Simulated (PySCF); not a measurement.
# Computed NMR parameters against published values

Geometry:
| atom | x (Å) | y (Å) | z (Å) |
| --- | --- | --- | --- |
| C1 | -1.261 | 0.211 | -0.094 |
| C2 | -0.010 | -0.515 | 0.369 |
| C3 | 1.258 | 0.058 | -0.240 |
| H4 | -2.162 | -0.203 | 0.365 |
| H5 | -1.216 | 1.273 | 0.161 |
| H6 | -1.378 | 0.139 | -1.180 |
| H7 | 0.056 | -0.470 | 1.461 |
| H8 | -0.089 | -1.578 | 0.115 |
| H9 | 1.231 | -0.001 | -1.332 |
| H10 | 2.148 | -0.477 | 0.099 |
| H11 | 1.381 | 1.112 | 0.028 |

What is known from experiment: δ 13C C2 16.8; C1/C3 16.6; δ 1H H7/H8 1.33; H4/H5/H6/H9/H10/H11 0.90 ppm (measured; solution, THF-d8, 298 K; Fulmer et al., Organometallics 2010, 29, 2176).
δ 13C C2 16.8; C1/C3 16.7; δ 1H H7/H8 1.31; H4/H5/H6/H9/H10/H11 0.88 ppm (measured; solution, acetone-d6, 298 K; Fulmer et al., Organometallics 2010, 29, 2176). Coupling constants: 1J(C1,H4) 124.4 Hz, 1J(C2,H7) 125.4 Hz, 1J(C1,C2) 34.6 Hz.

- GIAO B97-2/pcSseg-2 shieldings
- PBE0-D3(BJ)/def2-TZVP geometry
- J: B3LYP/pcJ-2 (without the spin–dipole term)
- program: PySCF 2.14
- relativity neglected, one conformer, averaged over atoms made equivalent by symmetry, fast rotation or ring inversion, gas phase

(1) What does the calculation give, and how does it compare?

(2) How far are the unscaled 13C shifts from the references?

(3) How far are the unscaled 1H shifts from the references?

## Answers

(1) 
Reference values: measured (solution, THF-d8, 298 K; Fulmer et al., Organometallics 2010, 29, 2176).
```
              atoms  quantity  reference  computed  computed, scaled
                 C2     δ 13C       16.8      21.7              18.9
              C1/C3     δ 13C       16.6      19.2              16.5
              H7/H8      δ 1H       1.33      1.39              1.45
H4/H5/H6/H9/H10/H11      δ 1H       0.90      0.96              1.05
```

Reference values: measured (solution, acetone-d6, 298 K; Fulmer et al., Organometallics 2010, 29, 2176).
| atoms | quantity | reference | computed | computed, scaled |
| --- | --- | --- | --- | --- |
| C2 | δ 13C | 16.8 | 21.7 | 18.9 |
| C1/C3 | δ 13C | 16.7 | 19.2 | 16.5 |
| H7/H8 | δ 1H | 1.31 | 1.39 | 1.45 |
| H4/H5/H6/H9/H10/H11 | δ 1H | 0.88 | 0.96 | 1.05 |

Computed shifts are σ(ref) − σ with the named reference compound (TMS for H and C) calculated as an isolated molecule at the same level. The measured values may be among those fitted. Expected solution values come from regression of measured δ (H and C: mostly CDCl3, vs TMS) on computed σ: 1H: δ = 29.81 − 0.938σ (rms 0.14 ppm, 293 shifts, 0.16 ppm with the 4 outliers that the fit left out); 13C: δ = 176.83 − 0.965σ (rms 2.0 ppm, 507 shifts, 2.1 ppm with the 1 outlier that the fit left out). Occasional misses reach two or three times the rms, and more in compound classes unlike the fitted ones.

Coupling constants in Hz:
```tsv
coupling	reference	computed	source
1J(C1,H4)	124.4	129.7	measured; Jessen and Sauer, arXiv:2312.00705
1J(C2,H7)	125.4	129.4	measured; Jessen and Sauer, arXiv:2312.00705
1J(C1,C2)	34.6	33.5	measured; Jessen and Sauer, arXiv:2312.00705
```

(2) Mean signed difference +3.72 ppm, mean absolute 3.72 ppm over 4 comparisons; the largest is +4.9 ppm at C2 (sp3 CH2).

(3) Mean signed difference +0.07 ppm, mean absolute 0.07 ppm over 4 comparisons; the largest is +0.08 ppm at H4/H5/H6/H9/H10/H11 (hydrogen on a methyl carbon).

11 of the 54 published NMR values on file for this molecule are compared. The rest: values from further sources, protons in aromatic solvents, other calculations.
